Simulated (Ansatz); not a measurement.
# C2H2FNO: small, medium and large basis sets

One table from this session's results is given with a row withheld; the runs are named, their logs left out.

Computed with Ansatz 0.2.0, Gaussian basis. Level: one geometry, several basis sets.

The runs, in order: PBE0-D4/def2-SVP; ωB97M-V/def2-SVP; PBE0-D4/def2-QZVPP; ωB97M-V/def2-QZVPP; the functionals' def2-TZVPP values are taken from earlier runs.

### Structure used throughout

All runs share one geometry, relaxed beforehand with PBE0-D4 in a triple-zeta def2 set.

SMILES `FC1=NCO1`, 7 atoms, charge 0, spin multiplicity 1.

Atoms are counted from 1 here; the program's logs count them from 0.

Bond lengths: F1–C2 1.291 Å, C2–N3 1.270 Å, C2–O5 1.336 Å, N3–C4 1.465 Å, C4–O5 1.481 Å, C4–H6 1.089 Å, C4–H7 1.089 Å. Angles: F1–C2–N3 132.4°, F1–C2–O5 120.4°, N3–C2–O5 107.2°, C2–N3–C4 82.4°, N3–C4–O5 90.8°, N3–C4–H6 114.9°, N3–C4–H7 114.9°, O5–C4–H6 110.1°, O5–C4–H7 110.1°, H6–C4–H7 113.7°, C2–O5–C4 79.6°.

The first run:

in.yaml reads:

```yaml
crystal:
  periodic: [false, false, false]
  atoms:
    - {symbol: F, position_ang: [-1.048516, -1.965566, 0.441606]}
    - {symbol: C, position_ang: [-0.514672, -0.825603, 0.153584]}
    - {symbol: N, position_ang: [-0.970220, 0.214189, -0.416460]}
    - {symbol: C, position_ang: [0.388609, 0.705660, -0.172684]}
    - {symbol: O, position_ang: [0.759361, -0.577432, 0.468200]}
    - {symbol: H, position_ang: [0.459786, 1.518107, 0.548555]}
    - {symbol: H, position_ang: [0.986951, 0.862646, -1.068600]}
basis:
  gaussian: {orbitals: def2-SVP}
hamiltonian: {xc: pbe0, dispersion: d4}
output: {orbitals: {seedname: orbitals}}
```

Started as:

```console
$ ansatz run in.yaml --threads 2 --pin off --events-out ev --progress --plain --max-ram 4352MiB
```

Among the steps run: PBE0-D4 in def2-SVP; ωB97M-V in def2-SVP; PBE0-D4 in def2-QZVPP; ωB97M-V in def2-QZVPP.

One of the session's tables, all rows but one given; the rest of the session is left out.

It belongs to the step «Density functionals: the series». 

| functional | basis | HOMO (eV) | LUMO (eV) |
| --- | --- | --- | --- |
| PBE0-D4 | def2-SVP | -8.28 | 0.75 |
| PBE0-D4 | def2-TZVPP | -8.41 | 0.64 |
| PBE0-D4 | def2-QZVPP | ? | ? |
| ωB97M-V | def2-SVP | -10.59 | 3.12 |
| ωB97M-V | def2-TZVPP | -10.74 | 2.94 |
| ωB97M-V | def2-QZVPP | -10.79 | 1.93 |

**Question.** Estimate the row for PBE0-D4, def2-QZVPP.

The run gave: HOMO (eV): -8.45; LUMO (eV): 0.57. In the column «HOMO (eV)» it lies between ωB97M-V, def2-SVP (-10.59) and PBE0-D4, def2-TZVPP (-8.41).
